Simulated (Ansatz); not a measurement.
Working through a geometry optimisation of C₃H₆O₂, SMILES COC(C)=O

Program: Ansatz 0.2.0 through its Python package.

The cells in order, each with its output:

In [1]:
```python
import itertools

import ansatz as az
from ase.data import atomic_numbers, covalent_radii
import numpy as np
```

In [2]:
```python
BASIS = "6-31G*"
XC = "r2SCAN"
VDW = "d4"
```

In [3]:
```python
system = (
    az.Crystal.molecule()
    .atom("C", (-1.4079, 0.9445, 0.5724))
    .atom("O", (-0.675, -0.1888, 0.3554))
    .atom("C", (0.4813, 0.0464, -0.2857))
    .atom("C", (1.3375, -1.2306, -0.4443))
    .atom("O", (0.9212, 1.1285, -0.6654))
    .atom("H", (-0.9224, 1.7172, 1.1964))
    .atom("H", (-1.6918, 1.4492, -0.3945))
    .atom("H", (-2.3411, 0.7132, 1.0613))
    .atom("H", (1.4784, -1.6618, 0.5805))
    .atom("H", (2.2154, -1.0424, -0.9225))
    .atom("H", (0.6699, -1.9322, -1.033))
)

base = system.calculation().basis(gaussian=BASIS).functional(XC, dispersion=VDW)
symbols = [site.symbol for site in system.cartesian_sites]
start = np.array([site.position_ang for site in system.cartesian_sites], dtype=float)
def progress(event):
    if event["event"] == "relax_step":
        row = event["data"]
        print(f"step {row['step']:3d}  E = {row['lagrangian_ev']:.6f} eV  largest force component {row['allowed_force_max_ev_ang']:.4f} eV/A")
```

In [4]:
```python
r = base.relax(force_tolerance=0.01, max_steps=100).session().plan().execute(on_event=progress).report
end = np.array(r["positions_ang"])
```
```text
step   1  E = -7298.684202 eV  largest force component 4.8294 eV/A
step   2  E = -7299.020545 eV  largest force component 1.5101 eV/A
step   3  E = -7299.049859 eV  largest force component 1.4072 eV/A
step   4  E = -7299.089413 eV  largest force component 0.6031 eV/A
step   5  E = -7299.105473 eV  largest force component 0.0787 eV/A
step   6  E = -7299.106079 eV  largest force component 0.0563 eV/A
step   7  E = -7299.106131 eV  largest force component 0.0045 eV/A
```

In [5]:
```python
print("reference energy %16.6f eV" % r["reference_energy_ev"])
print("total energy     %16.6f eV" % r["free_energy_ev"])
print("occupied orbitals outside the frozen core (up, down):", r["n_occupied"], " frozen:", r["n_frozen"], " virtual:", r["n_virtual"])

# pairs closer than 1.2 times the sum of covalent radii, before or after
radius = [covalent_radii[atomic_numbers[s]] for s in symbols]
span = lambda where, i, j: np.linalg.norm(where[i] - where[j])
bonded = [(i, j) for i, j in itertools.combinations(range(len(symbols)), 2) if min(span(start, i, j), span(end, i, j)) < 1.2 * (radius[i] + radius[j])]
print("pair        before    after (A)")
for i, j in bonded:
    print(f"{symbols[i]}{i}-{symbols[j]}{j}".ljust(10), f"{span(start, i, j):8.4f} {span(end, i, j):8.4f}")
```
```text
reference energy     -7299.062222 eV
total energy         -7299.106138 eV
occupied orbitals outside the frozen core (up, down): [20, 20]  frozen: 0  virtual: [67, 67]
pair        before    after (A)
C0-O1        1.3670   1.4373
C0-H5        1.1055   1.0944
C0-H6        1.1270   1.0942
C0-H7        1.0786   1.0911
O1-C2        1.3429   1.3559
C2-C3        1.5456   1.5058
C2-O4        1.2283   1.2130
C3-H8        1.1207   1.0958
C3-H9        1.0173   1.0911
C3-H10       1.1334   1.0958
```

Notes:
- The settings weren't tested for convergence.
- The end point is the stationary point reached from this start; no frequency run checks that it is a minimum, and the basis set is modest.
- Total less reference energy is the dispersion correction.
- Finished in 42 s on 1 thread of Arm Neoverse V1, with other jobs on the host, peak memory 0.26 GiB.
